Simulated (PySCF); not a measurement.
A GIAO shielding run with PySCF (density fitting, non-relativistic, gas phase) on `CP(C)(C)=O`, C3H9OP:

```
$ OMP_NUM_THREADS=1 python probes_run.py task.json out

{"job": {"kind": "nmr", "xc": "WP04", "basis": "pcSseg-1", "pop": false}, "charge": 0, "multiplicity": 1}
C      1.528314     0.597015    -0.294744
P      0.140534    -0.222973     0.547670
C     -0.435862    -1.484110    -0.629420
C     -1.183750     1.023317     0.570603
O      0.489539    -0.765648     1.897965
H      1.239717     1.018597    -1.268798
H      1.899694     1.401066     0.357440
H      2.339089    -0.133584    -0.433668
H     -1.353931    -1.943703    -0.235510
H     -0.632203    -1.066583    -1.628313
H      0.334051    -2.266082    -0.703541
H     -1.440325     1.378029    -0.438690
H     -0.856644     1.873967     1.187232
H     -2.072592     0.578374     1.041019
```

Hardware: 1 thread of an Arm Neoverse V1, shared host.

Question: How large is the calculation?

Answer: 50 electrons, 137 basis functions and 733 auxiliary functions.

Question: How long does it take, and how much memory does it need?

Answer: 10 s of wall time, with 13 SCF cycles and 4 response iterations; peak memory 0.7 GiB. Times on a shared host scatter by some tens of per cent.

Question: And these other runs on the same molecule and hardware: GIAO shielding at B97-2/pcSseg-1; GIAO shielding at BHandHLYP/pcSseg-1; GIAO shielding at CAM-B3LYP/pcSseg-1; GIAO shielding at LC-wPBE/pcSseg-1; GIAO shielding at PBE0/6-311+G(2d,p); GIAO shielding at PBE0/6-31G?

Answer: B97-2/pcSseg-1: 137 functions, 10 s; BHandHLYP/pcSseg-1: 137 functions, 10 s; CAM-B3LYP/pcSseg-1: 137 functions, 14 s; LC-wPBE/pcSseg-1: 137 functions, 20 s; PBE0/6-311+G(2d,p): 197 functions, 19 s; PBE0/6-31G: 67 functions, 5.9 s.
